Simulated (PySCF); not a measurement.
Input file for PySCF: R-MP2/6-31G* on CH4 (SMILES C).

```python
from pyscf import gto, scf, dft, mp
from pyscf.data.elements import chemcore

mol = gto.M(
    atom='''
    C     0.00346000    0.00000000    1.38045208
    H     0.84849635    0.00000000    0.68958651
    H     0.39513333    0.00000000    2.39584935
    H    -0.60268447   -0.88994299    1.22482674
    H    -0.60268447    0.88994299    1.22482674
    ''',
    basis='6-31g*',
    cart=True,
    charge=0, spin=0, verbose=3, max_memory=1800)
mf = scf.RHF(mol)
mf.conv_tol = 1e-8
mf.max_cycle = 100
mf.kernel()
if not mf.converged:
    mf = mf.newton().run(mf.mo_coeff, mf.mo_occ)
pt = mp.MP2(mf, frozen=chemcore(mol)).run()
```

Question: Predict the final total energy.

Answer: -40.3325 hartree.
